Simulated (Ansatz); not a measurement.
# Yttrium, hcp: convergence with cold smearing

Computed with Ansatz, LDA, scalar-relativistic PAW, on the relaxed cell (a = 3.539 Å, c = 5.525 Å (c/a = 1.561); spin not included). Errors count from a run at 420 eV on a Γ-centred 17×17×10 mesh with Fermi-Dirac smearing of 0.1 eV, extrapolated to zero width. Fixed here: cutoff 420 eV, mesh 10×10×6. The SCF starts from atomic densities corrected by a trained network.

```csv
width (eV),E(σ→0) error (meV/atom),F error (meV/atom),P (GPa),SCF iterations
0.01,-0.9,-0.9,0.01,6
0.03,-0.9,-1.0,0.02,6
0.1,-1.6,-1.6,-0.04,6
0.3,0.0,-3.4,-0.11,6
0.6,-7.3,-17.3,-0.07,6
1.0,-11.7,-44.1,0.49,6
```

**Question.** What does the run at 0.2 give (width)?

**Answer.** E(σ→0) error (meV/atom): -1.3; F error (meV/atom): -1.5; P (GPa): -0.15; SCF iterations: 6.
